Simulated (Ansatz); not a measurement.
Molecular dynamics of H4NOP

Input file:

```yaml
crystal:
  periodic: [false, false, false]
  atoms:
    - { symbol: "N", position_ang: [-0.783409, 0.674651, -0.387542] }
    - { symbol: P, position_ang: [0.298373, 0.330537, 0.889854] }
    - { symbol: O, position_ang: [1.564161, -0.514187, 0.159216] }
    - { symbol: H, position_ang: [-0.575623, 1.544257, -0.878335] }
    - { symbol: H, position_ang: [-1.228594, -0.055074, -0.944684] }
    - { symbol: H, position_ang: [-0.413277, -0.831623, 1.381166] }
    - { symbol: H, position_ang: [1.222153, -1.312696, -0.284523] }
basis:
  gaussian: { orbitals: "6-31G*" }
hamiltonian:
  xc: cam_b3lyp
  dispersion: d4
md:
  timestep: 0.5
  n_steps: 150
  ensemble: nve
  temperature: 700.0
  initial_velocities: maxwell_boltzmann
  seed: 896986
  masses: [{ species: H, mass: 3.016 }]
scf:
  lower_state_search: "off"
```

Command:

```bash
$ ansatz run input.yaml --threads 1 --pin off --max-ram 2048MiB --backend cpu --events-out ev --progress --plain --runs-dir out
```

It goes on from the last frame of an earlier run, with new velocities.

Output, in part (one step line in 3, the closing report, with atoms numbered from 0):

```
md step     0: t =     0.00 fs  T =   700.0 K  F+E_penalty+E_count = -12889.30041303 eV  E_kin = 0.452410 eV  conserved = -12888.84800303 eV  (15 SCF iters)
md step     3: t =     1.50 fs  T =   684.5 K  F+E_penalty+E_count = -12889.29016453 eV  E_kin = 0.442362 eV  conserved = -12888.84780277 eV  (22 SCF iters)
md step     6: t =     3.00 fs  T =   570.5 K  F+E_penalty+E_count = -12889.21567752 eV  E_kin = 0.368717 eV  conserved = -12888.84696005 eV  (22 SCF iters)
md step     9: t =     4.50 fs  T =   513.6 K  F+E_penalty+E_count = -12889.17880368 eV  E_kin = 0.331960 eV  conserved = -12888.84684378 eV  (22 SCF iters)
md step    12: t =     6.00 fs  T =   537.6 K  F+E_penalty+E_count = -12889.19503293 eV  E_kin = 0.347465 eV  conserved = -12888.84756757 eV  (22 SCF iters)
md step    15: t =     7.50 fs  T =   514.2 K  F+E_penalty+E_count = -12889.18008956 eV  E_kin = 0.332314 eV  conserved = -12888.84777596 eV  (22 SCF iters)
md step    18: t =     9.00 fs  T =   398.9 K  F+E_penalty+E_count = -12889.10510006 eV  E_kin = 0.257814 eV  conserved = -12888.84728564 eV  (22 SCF iters)
md step    21: t =    10.50 fs  T =   283.9 K  F+E_penalty+E_count = -12889.03027572 eV  E_kin = 0.183455 eV  conserved = -12888.84682040 eV  (15 SCF iters)
md step    24: t =    12.00 fs  T =   264.4 K  F+E_penalty+E_count = -12889.01766469 eV  E_kin = 0.170849 eV  conserved = -12888.84681525 eV  (15 SCF iters)
md step    27: t =    13.50 fs  T =   342.7 K  F+E_penalty+E_count = -12889.06871779 eV  E_kin = 0.221471 eV  conserved = -12888.84724645 eV  (22 SCF iters)
md step    30: t =    15.00 fs  T =   430.7 K  F+E_penalty+E_count = -12889.12607079 eV  E_kin = 0.278346 eV  conserved = -12888.84772492 eV  (22 SCF iters)
md step    33: t =    16.50 fs  T =   435.8 K  F+E_penalty+E_count = -12889.12933596 eV  E_kin = 0.281676 eV  conserved = -12888.84766026 eV  (22 SCF iters)
md step    36: t =    18.00 fs  T =   375.4 K  F+E_penalty+E_count = -12889.08965561 eV  E_kin = 0.242595 eV  conserved = -12888.84706108 eV  (22 SCF iters)
md step    39: t =    19.50 fs  T =   361.3 K  F+E_penalty+E_count = -12889.08044616 eV  E_kin = 0.233527 eV  conserved = -12888.84691925 eV  (14 SCF iters)
md step    42: t =    21.00 fs  T =   419.2 K  F+E_penalty+E_count = -12889.11840046 eV  E_kin = 0.270903 eV  conserved = -12888.84749736 eV  (22 SCF iters)
md step    45: t =    22.50 fs  T =   441.1 K  F+E_penalty+E_count = -12889.13291465 eV  E_kin = 0.285101 eV  conserved = -12888.84781369 eV  (22 SCF iters)
md step    48: t =    24.00 fs  T =   360.6 K  F+E_penalty+E_count = -12889.08050535 eV  E_kin = 0.233030 eV  conserved = -12888.84747529 eV  (22 SCF iters)
md step    51: t =    25.50 fs  T =   237.4 K  F+E_penalty+E_count = -12889.00037975 eV  E_kin = 0.153409 eV  conserved = -12888.84697053 eV  (15 SCF iters)
md step    54: t =    27.00 fs  T =   172.1 K  F+E_penalty+E_count = -12888.95797936 eV  E_kin = 0.111207 eV  conserved = -12888.84677251 eV  (15 SCF iters)
md step    57: t =    28.50 fs  T =   206.4 K  F+E_penalty+E_count = -12888.98036298 eV  E_kin = 0.133377 eV  conserved = -12888.84698584 eV  (15 SCF iters)
md step    60: t =    30.00 fs  T =   297.7 K  F+E_penalty+E_count = -12889.03977096 eV  E_kin = 0.192380 eV  conserved = -12888.84739093 eV  (22 SCF iters)
md step    63: t =    31.50 fs  T =   365.7 K  F+E_penalty+E_count = -12889.08393880 eV  E_kin = 0.236338 eV  conserved = -12888.84760035 eV  (22 SCF iters)
md step    66: t =    33.00 fs  T =   371.4 K  F+E_penalty+E_count = -12889.08747100 eV  E_kin = 0.240051 eV  conserved = -12888.84741981 eV  (22 SCF iters)
md step    69: t =    34.50 fs  T =   351.8 K  F+E_penalty+E_count = -12889.07450859 eV  E_kin = 0.227364 eV  conserved = -12888.84714429 eV  (22 SCF iters)
md step    72: t =    36.00 fs  T =   358.5 K  F+E_penalty+E_count = -12889.07891826 eV  E_kin = 0.231676 eV  conserved = -12888.84724275 eV  (22 SCF iters)
md step    75: t =    37.50 fs  T =   373.3 K  F+E_penalty+E_count = -12889.08880051 eV  E_kin = 0.241266 eV  conserved = -12888.84753473 eV  (22 SCF iters)
md step    78: t =    39.00 fs  T =   344.7 K  F+E_penalty+E_count = -12889.07021269 eV  E_kin = 0.222788 eV  conserved = -12888.84742444 eV  (22 SCF iters)
md step    81: t =    40.50 fs  T =   293.3 K  F+E_penalty+E_count = -12889.03660397 eV  E_kin = 0.189577 eV  conserved = -12888.84702735 eV  (14 SCF iters)
md step    84: t =    42.00 fs  T =   294.7 K  F+E_penalty+E_count = -12889.03735823 eV  E_kin = 0.190472 eV  conserved = -12888.84688591 eV  (14 SCF iters)
md step    87: t =    43.50 fs  T =   377.0 K  F+E_penalty+E_count = -12889.09081367 eV  E_kin = 0.243647 eV  conserved = -12888.84716618 eV  (14 SCF iters)
md step    90: t =    45.00 fs  T =   484.5 K  F+E_penalty+E_count = -12889.16067356 eV  E_kin = 0.313101 eV  conserved = -12888.84757237 eV  (22 SCF iters)
md step    93: t =    46.50 fs  T =   535.3 K  F+E_penalty+E_count = -12889.19369654 eV  E_kin = 0.345986 eV  conserved = -12888.84771092 eV  (22 SCF iters)
md step    96: t =    48.00 fs  T =   500.6 K  F+E_penalty+E_count = -12889.17104552 eV  E_kin = 0.323548 eV  conserved = -12888.84749750 eV  (22 SCF iters)
md step    99: t =    49.50 fs  T =   421.3 K  F+E_penalty+E_count = -12889.11949315 eV  E_kin = 0.272294 eV  conserved = -12888.84719881 eV  (22 SCF iters)
md step   102: t =    51.00 fs  T =   355.4 K  F+E_penalty+E_count = -12889.07679554 eV  E_kin = 0.229667 eV  conserved = -12888.84712857 eV  (22 SCF iters)
md step   105: t =    52.50 fs  T =   316.6 K  F+E_penalty+E_count = -12889.05187369 eV  E_kin = 0.204600 eV  conserved = -12888.84727372 eV  (22 SCF iters)
md step   108: t =    54.00 fs  T =   279.2 K  F+E_penalty+E_count = -12889.02774497 eV  E_kin = 0.180466 eV  conserved = -12888.84727918 eV  (22 SCF iters)
md step   111: t =    55.50 fs  T =   241.6 K  F+E_penalty+E_count = -12889.00322563 eV  E_kin = 0.156138 eV  conserved = -12888.84708737 eV  (14 SCF iters)
md step   114: t =    57.00 fs  T =   238.7 K  F+E_penalty+E_count = -12889.00126382 eV  E_kin = 0.154287 eV  conserved = -12888.84697691 eV  (15 SCF iters)
md step   117: t =    58.50 fs  T =   293.0 K  F+E_penalty+E_count = -12889.03640274 eV  E_kin = 0.189344 eV  conserved = -12888.84705825 eV  (15 SCF iters)
md step   120: t =    60.00 fs  T =   389.6 K  F+E_penalty+E_count = -12889.09901719 eV  E_kin = 0.251792 eV  conserved = -12888.84722505 eV  (22 SCF iters)
md step   123: t =    61.50 fs  T =   493.2 K  F+E_penalty+E_count = -12889.16620689 eV  E_kin = 0.318781 eV  conserved = -12888.84742555 eV  (22 SCF iters)
md step   126: t =    63.00 fs  T =   561.5 K  F+E_penalty+E_count = -12889.21044730 eV  E_kin = 0.362867 eV  conserved = -12888.84758040 eV  (22 SCF iters)
md step   129: t =    64.50 fs  T =   567.3 K  F+E_penalty+E_count = -12889.21408436 eV  E_kin = 0.366650 eV  conserved = -12888.84743454 eV  (22 SCF iters)
md step   132: t =    66.00 fs  T =   539.4 K  F+E_penalty+E_count = -12889.19582557 eV  E_kin = 0.348614 eV  conserved = -12888.84721155 eV  (22 SCF iters)
md step   135: t =    67.50 fs  T =   516.3 K  F+E_penalty+E_count = -12889.18104216 eV  E_kin = 0.333663 eV  conserved = -12888.84737871 eV  (22 SCF iters)
md step   138: t =    69.00 fs  T =   471.3 K  F+E_penalty+E_count = -12889.15211797 eV  E_kin = 0.304596 eV  conserved = -12888.84752227 eV  (22 SCF iters)
md step   141: t =    70.50 fs  T =   380.4 K  F+E_penalty+E_count = -12889.09312714 eV  E_kin = 0.245855 eV  conserved = -12888.84727170 eV  (22 SCF iters)
md step   144: t =    72.00 fs  T =   290.0 K  F+E_penalty+E_count = -12889.03435856 eV  E_kin = 0.187396 eV  conserved = -12888.84696208 eV  (15 SCF iters)
md step   147: t =    73.50 fs  T =   261.8 K  F+E_penalty+E_count = -12889.01607684 eV  E_kin = 0.169186 eV  conserved = -12888.84689096 eV  (14 SCF iters)
md step   150: t =    75.00 fs  T =   311.9 K  F+E_penalty+E_count = -12889.04861332 eV  E_kin = 0.201559 eV  conserved = -12888.84705425 eV  (15 SCF iters)
Total energy: -12889.04870600 eV, -473.6638034343 hartree
Atom 0 at    -0.695649     0.619041    -0.414045 Å, force    -2.577009     0.834256    -2.238694 eV/Å
Atom 1 at     0.295859     0.346972     0.884605 Å, force     0.681247    -2.558090    -0.130718 eV/Å
Atom 2 at     1.599523    -0.549921     0.203584 Å, force    -0.375809     1.436289     1.354703 eV/Å
Atom 3 at    -0.764491     1.528823    -0.864523 Å, force     0.559164     0.011322     0.353756 eV/Å
Atom 4 at    -1.545045     0.103793    -0.738956 Å, force     1.371438     0.043871     0.858433 eV/Å
Atom 5 at    -0.571552    -0.801187     1.244206 Å, force     0.772171     0.764113     0.311626 eV/Å
Atom 6 at     1.316410    -1.207533    -0.425471 Å, force    -0.431203    -0.531761    -0.509107 eV/Å
Dipole moment:    -0.606314    -0.046494    -0.377679 e Å
```

The run went to its last step. The conserved energy stayed within 0.18 meV per atom of its start (net change 0.14 meV per atom), so the integration is sound. The temperature averaged 0.56 of the 700 K drawn at the start: a run that starts near a minimum puts about half its kinetic energy into the potential. A run of 0.075 ps of so small a system gives no equilibrium averages.

The same pairs are bonded in the first frame and the last. Pairs count as bonded within 1.25 times the sum of covalent radii (0.12 Å more for H–H).

Last frame:

```xyz
7
Properties=species:S:1:pos:R:3
N -0.696 0.619 -0.414
P 0.296 0.347 0.885
O 1.599 -0.550 0.204
H -0.764 1.529 -0.865
H -1.545 0.104 -0.739
H -0.572 -0.801 1.244
H 1.316 -1.208 -0.425
```

Time of the run: 9.7 min on 1 CPU thread of a shared host.
